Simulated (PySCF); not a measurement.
**C3H4F2: NMR shifts and spin-spin couplings**

Aim: predict the NMR shifts and spin-spin couplings of C3H4F2 (`C=CC(F)F`).

The runs use PySCF 2.14.0, with density-fitted response routines of our own; the level of theory stands in each step. All values are computed, except where a source is named. Atoms count from 0, in the outputs and in this text.

## Step 1: The starting structure

9 atoms, charge 0, multiplicity 1; geometry from: GFN2-xTB.

Bonds of the start (Å): C0–C1 1.32, C1–C2 1.50, C2–F3 1.36, C2–F4 1.35, C0–H5 1.08, C0–H6 1.08, C1–H7 1.08, C2–H8 1.10.

## Step 2: Nuclear shieldings: PBE0/pcSseg-1

Job settings and geometry (Å):

```
{"job": {"kind": "nmr", "xc": "PBE0", "basis": "pcSseg-1"}, "charge": 0, "multiplicity": 1}
C      1.373888     0.167150     0.228343
C      0.090131     0.365936     0.453748
C     -1.005371    -0.314831    -0.312014
F     -1.892456     0.597597    -0.791861
F     -0.542046    -0.995679    -1.385676
H      1.712985    -0.510076    -0.537635
H      2.130260     0.673334     0.801631
H     -0.274990     1.047434     1.207810
H     -1.578839    -1.024871     0.310476
```

With the program's defaults for keys left out, this is: GIAO PBE0/pcSseg-1 NMR shielding, non-relativistic, gas phase.

What it wrote:

```text
coarse grid: 7912 points
cycle   1  E = -315.9011637734  dE =  5.926e-01  |g| = 6.747e-01  |ddm| = 2.515e+00
cycle   2  E = -315.8328591594  dE =  6.830e-02  |g| = 9.628e-01  |ddm| = 8.706e-01
cycle   3  E = -315.9780837935  dE = -1.452e-01  |g| = 7.351e-02  |ddm| = 5.335e-01
cycle   4  E = -315.9790124126  dE = -9.286e-04  |g| = 3.850e-02  |ddm| = 7.710e-02
cycle   5  E = -315.9793551224  dE = -3.427e-04  |g| = 1.036e-02  |ddm| = 3.113e-02
cycle   6  E = -315.9793795266  dE = -2.440e-05  |g| = 2.253e-03  |ddm| = 8.620e-03
cycle   7  E = -315.9793807072  dE = -1.181e-06  |g| = 3.534e-04  |ddm| = 1.823e-03
final grid: 78320 points
cycle   8  E = -316.0229936418  dE = -2.945e-05  |g| = 6.357e-03  |ddm| = 1.777e-02
cycle   9  E = -316.0229899359  dE =  3.706e-06  |g| = 8.205e-03  |ddm| = 9.299e-03
cycle  10  E = -316.0230024536  dE = -1.252e-05  |g| = 8.777e-04  |ddm| = 4.909e-03
cycle  11  E = -316.0230025852  dE = -1.316e-07  |g| = 1.976e-04  |ddm| = 6.582e-04
cycle  12  E = -316.0230025909  dE = -5.748e-09  |g| = 1.045e-04  |ddm| = 1.880e-04
cycle  13  E = -316.0230025936  dE = -2.691e-09  |g| = 1.802e-05  |ddm| = 8.656e-05
cycle  14  E = -316.0230025937  dE = -6.469e-11  |g| = 5.733e-06  |ddm| = 1.405e-05
converged SCF energy = -316.0230025937

GIAO shielding tensors (ppm)
atom      isotropic    diamagn.    paramagn.     s11        s22        s33       span
  0 C       59.907     253.999    -194.092    -58.018     59.062    178.677    236.695
  1 C       46.265     259.147    -212.881    -69.514     63.926    144.384    213.899
  2 C       67.536     236.844    -169.308     48.136     66.447     88.024     39.888
  3 F      304.769     471.703    -166.934    196.095    336.490    381.723    185.627
  4 F      326.266     473.527    -147.261    228.052    351.537    399.210    171.158
  5 H       25.596      30.680      -5.084     22.342     24.628     29.819      7.478
  6 H       25.871      29.449      -3.577     23.319     25.409     28.886      5.567
  7 H       25.553      31.033      -5.480     23.690     25.110     27.859      4.170
  8 H       25.146      27.317      -2.170     22.566     24.189     28.684      6.118
```

Wall time 6.2 s (1 thread, shared host).

Shifts follow as δ = σ(reference) − σ, with reference shieldings (ppm) from runs at the same level and on the same kind of geometry: ¹H TMS 31.72, ¹³C TMS 186.9, ¹⁹F CFCl3 170.9. The references are single molecules in the gas phase, so shifts against H2O, NH3, PH3, H3PO4 or CFCl3 are not on the usual liquid scales and can be off by tens of ppm. Atoms listed in one row are averaged.

```tsv
atoms	environment	σ (ppm)	δ (ppm)	δ scaled to CDCl3
C1	alkene CH	46.3	140.7	135.4
C0	terminal =CH2 carbon	59.9	127.0	122.1
C2	allylic sp3 CH bonded to 2 F	67.5	119.4	114.6
H8	hydrogen on an allylic sp3 CH bonded to 2 F	25.15	6.57	6.30
H7	hydrogen on an alkene CH	25.55	6.16	5.92
H5	hydrogen on a terminal =CH2 carbon	25.60	6.12	5.88
H6	hydrogen on a terminal =CH2 carbon	25.87	5.85	5.62
F3, F4	fluorine of a CF2 group	315.5	-144.6	–
```

The scaled column applies a straight-line fit of computed shieldings to shifts measured in CDCl3, and one for carbons that bear F (root-mean-square error 0.16 ppm for H, 1.9 ppm for C).

The run also stored atomic charges by several schemes (e):

```tsv
atoms	Mulliken	IAO	Hirshfeld	ESP fit
C0	-0.12	-0.29	-0.08	-0.37
C1	-0.33	-0.18	-0.06	-0.17
C2	0.56	0.44	0.15	0.40
F3, F4	-0.30	-0.30	-0.11	-0.22
```

Mayer bond orders: C0–C1 1.98, C1–C2 1.00, C2–F3 0.95, C2–F4 0.97.

## Step 3: Spin-spin couplings: B3LYP/pcJ-1

The job, as its differences from that of step 2:

```diff
@@ -1,2 +1,2 @@
-{"job": {"kind": "nmr", "xc": "PBE0", "basis": "pcSseg-1"}, "charge": 0, "multiplicity": 1}
+{"job": {"kind": "j", "xc": "B3LYP", "basis": "pcJ-1"}, "charge": 0, "multiplicity": 1}
 C      1.373888     0.167150     0.228343
```

Method: B3LYP/pcJ-1 indirect spin-spin coupling, non-relativistic, gas phase.

What it wrote:

```text
coarse grid: 7912 points
cycle   1  E = -316.2611107742  dE =  5.462e-01  |g| = 7.267e-01  |ddm| = 2.375e+00
cycle   2  E = -316.1609964702  dE =  1.001e-01  |g| = 1.106e+00  |ddm| = 9.751e-01
cycle   3  E = -316.3461631607  dE = -1.852e-01  |g| = 8.898e-02  |ddm| = 6.021e-01
cycle   4  E = -316.3473846860  dE = -1.222e-03  |g| = 5.181e-02  |ddm| = 9.420e-02
cycle   5  E = -316.3479903220  dE = -6.056e-04  |g| = 1.421e-02  |ddm| = 3.992e-02
cycle   6  E = -316.3480358385  dE = -4.552e-05  |g| = 2.883e-03  |ddm| = 1.079e-02
cycle   7  E = -316.3480376976  dE = -1.859e-06  |g| = 5.246e-04  |ddm| = 2.234e-03
final grid: 78320 points
cycle   8  E = -316.3934800135  dE = -1.249e-04  |g| = 6.417e-03  |ddm| = 1.440e-02
cycle   9  E = -316.3934736763  dE =  6.337e-06  |g| = 9.082e-03  |ddm| = 8.646e-03
cycle  10  E = -316.3934870703  dE = -1.339e-05  |g| = 6.868e-04  |ddm| = 5.100e-03
cycle  11  E = -316.3934871180  dE = -4.773e-08  |g| = 4.198e-04  |ddm| = 6.712e-04
cycle  12  E = -316.3934871544  dE = -3.642e-08  |g| = 1.032e-04  |ddm| = 2.946e-04
cycle  13  E = -316.3934871570  dE = -2.590e-09  |g| = 1.909e-05  |ddm| = 8.306e-05
cycle  14  E = -316.3934871571  dE = -7.248e-11  |g| = 7.151e-06  |ddm| = 1.469e-05
converged SCF energy = -316.3934871571

Indirect spin-spin couplings (Hz)
  i      j    bonds     total        FC       PSO       DSO        SD
  0 C    1 C    1     83.716    89.548   -10.033     0.164     4.037
  0 C    2 C    2     -0.066    -0.012    -0.017    -0.003    -0.034
  0 C    3 F    3      7.299     8.964     0.075    -0.330    -1.410
  0 C    4 F    3     10.361    11.231    -0.601     0.011    -0.280
  0 C    5 H    1    167.426   166.227     0.113     0.646     0.441
  0 C    6 H    1    167.186   165.938     0.255     0.565     0.428
  0 C    7 H    2     -0.775     0.973    -1.175    -0.566    -0.007
  0 C    8 H    3      3.433     3.500     0.291    -0.369     0.011
  1 C    2 C    1     58.302    58.722    -1.707     0.317     0.971
  1 C    3 F    2     20.379    24.225    -4.798    -0.010     0.962
  1 C    4 F    2     17.001    18.550    -2.620    -0.058     1.129
  1 C    5 H    2     -3.271    -1.265    -1.495    -0.457    -0.054
  1 C    6 H    2     -0.214     1.618    -1.319    -0.503    -0.010
  1 C    7 H    1    168.085   166.649     0.163     0.901     0.372
  1 C    8 H    2      4.223     4.302    -0.038    -0.069     0.029
  2 C    3 F    1   -296.217  -301.083   -10.500     0.980    14.386
  2 C    4 F    1   -303.485  -303.475   -14.354     1.000    13.344
  2 C    5 H    3      7.684     7.734    -0.073     0.059    -0.036
  2 C    6 H    3     12.859    12.827     0.388    -0.399     0.043
  2 C    7 H    2      8.327     8.382    -0.123     0.031     0.037
  2 C    8 H    1    185.164   184.481    -0.982     1.428     0.236
  3 F    4 F    2    264.708    52.947   123.655    -0.682    88.788
  3 F    5 H    4     -5.765    -4.888     1.105    -1.219    -0.763
  3 F    6 H    4     -3.330    -3.468     1.248    -1.348     0.238
  3 F    7 H    3      4.615     3.567     1.269    -0.116    -0.105
  3 F    8 H    2     60.693    64.011     1.397    -1.009    -3.707
  4 F    5 H    4      1.438     1.491    -1.222     1.247    -0.078
  4 F    6 H    4      1.519     1.749     1.498    -1.451    -0.277
  4 F    7 H    3     18.444    20.287     0.481    -2.205    -0.119
  4 F    8 H    2     63.587    66.809     1.327    -1.005    -3.543
  5 H    6 H    2     -0.021    -0.465     3.742    -3.521     0.222
  5 H    7 H    3     18.882    19.140     2.737    -3.279     0.284
  5 H    8 H    4     -2.217    -2.038     1.051    -1.199    -0.031
  6 H    7 H    3     12.435    12.926     0.335    -0.764    -0.061
  6 H    8 H    4     -1.876    -1.807     1.555    -1.665     0.041
  7 H    8 H    3      1.420     1.337     0.657    -0.647     0.074
```

Wall time 24 s (1 thread, shared host).

A choice of the couplings up to four bonds, sorted by the number of bonds, with means over like pairs; isotopes 13C, 19F, 1H:

```tsv
pair	bonds	J (Hz)	Fermi contact (Hz)	dihedral (°)
C2–F3	1	-299.9	-302.3	–
C2–H8	1	185.2	184.5	–
C1–H7	1	168.1	166.6	–
C0–H5	1	167.4	166.2	–
C0–H6	1	167.2	165.9	–
C0–C1	1	83.7	89.5	–
C1–C2	1	58.3	58.7	–
F3–F4	2	264.7	52.9	–
F3–H8	2	62.1	65.4	–
C1–F3	2	18.7	21.4	–
C2–H7	2	8.3	8.4	–
C1–H8	2	4.2	4.3	–
C1–H5	2	-3.3	-1.3	–
H5–H7	3	18.9	19.1	-179
C2–H6	3	12.9	12.8	-180
H6–H7	3	12.4	12.9	1
F3–H7	3	11.5	11.9	–
C0–F3	3	8.8	10.1	–
C2–H5	3	7.7	7.7	0
C0–H8	3	3.4	3.5	112
H7–H8	3	1.4	1.3	-68
H5–H8	4	-2.2	-2.0	–
F3–H5	4	-2.2	-1.7	–
H6–H8	4	-1.9	-1.8	–
```

Shifts (PBE0/pcSseg-1, unscaled) and these couplings together give the proton spectrum at 400 MHz below.

¹H NMR δ 6.57 (tq, J = 62.1, 1.8 Hz, 1H), 6.16 (m, 1H), 6.12 (m, 1H), 5.85 (m, 1H).

## Step 4: What came out

| quantity | value |
| --- | --- |
| ¹³C shifts against TMS (PBE0/pcSseg-1) | 140.7, 127.0, 119.4 ppm |
| ¹H shifts against TMS (PBE0/pcSseg-1) | 6.57, 6.16, 6.12, 5.85 ppm |
| ¹⁹F shifts against CFCl3 (PBE0/pcSseg-1, means over atoms taken as alike) | -144.6 ppm |
| largest coupling of the table (B3LYP/pcJ-1) | ¹J(C,F) C2–F3, -299.9 Hz |

The most deshielded carbon is C1 (alkene CH), at 140.7 ppm: as expected for a trigonal carbon in a double bond. H8 (hydrogen on an allylic sp3 CH bonded to 2 F) lies farthest downfield among hydrogen, at 6.57 ppm; its carbon carries F, hence the downfield position. At PBE0/pcSseg-1: The widest tensor belongs to C0: span 237 ppm, with a paramagnetic part of -194 ppm. In the run at B3LYP/pcJ-1, the largest coupling of the table is C2–F3 (mean over like pairs), -299.9 Hz, of which the Fermi-contact term gives -302.3 Hz. Couplings across rotatable bonds belong to this one conformer; where others are populated, the observed values are averages. Density functionals describe couplings to fluorine poorly, F–F couplings above all, so those rows are rough.
